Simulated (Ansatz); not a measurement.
`C[Si]C` and `C[Si]N` differ in one atom or group.

Ansatz, PBE0-D4/def2-TZVP geometries, multiplicity 1. Each molecule was computed in one conformer, which needn't be the lowest.

| property | `C[Si]C` |
| --- | --- |
| HOMO–LUMO gap (B3LYP/def2-TZVPP) / eV | 3.54 |
| vertical ionisation energy (CCSD(T)/CBS(def2)) / eV | 8.35 |
| ideal-gas entropy at 298 K and 1 bar (rigid rotor, harmonic PBE0-D4/def2-TZVP) / J/(mol·K) | 296 |
| LUMO energy (PBE/def2-TZVPP) / eV | -2.91 |
| HOMO–LUMO gap (PBE/def2-TZVPP) / eV | 2.00 |
| HOMO energy (PBE/def2-TZVPP) / eV | -4.91 |

Question: Give the same properties after the change, and the shifts. (An estimate is asked.)

Answer: The calculation gave: 
| property | `C[Si]N` | shift |
| --- | --- | --- |
| HOMO–LUMO gap (B3LYP/def2-TZVPP) / eV | 4.60 | 1.06 |
| vertical ionisation energy (CCSD(T)/CBS(def2)) / eV | 8.46 | 0.11 |
| ideal-gas entropy at 298 K and 1 bar (rigid rotor, harmonic PBE0-D4/def2-TZVP) / J/(mol·K) | 297 | 1 |
| LUMO energy (PBE/def2-TZVPP) / eV | -1.90 | 1.01 |
| HOMO–LUMO gap (PBE/def2-TZVPP) / eV | 3.07 | 1.07 |
| HOMO energy (PBE/def2-TZVPP) / eV | -4.97 | -0.06 |

With PBE0 the HOMO falls by 0.10 eV and the LUMO rises by 0.97 eV, so the gap widens by about 1.07 eV. PBE moves the HOMO by -0.06 eV and ωB97M-V by -0.11 eV. The zero-point energy changes by -22.6 kJ/mol with -3 modes. Modes under 60 cm⁻¹, often nearly free rotors, make the harmonic entropy too high.

B3LYP here is the variant with VWN-RPA as its local correlation; programs differ in this.
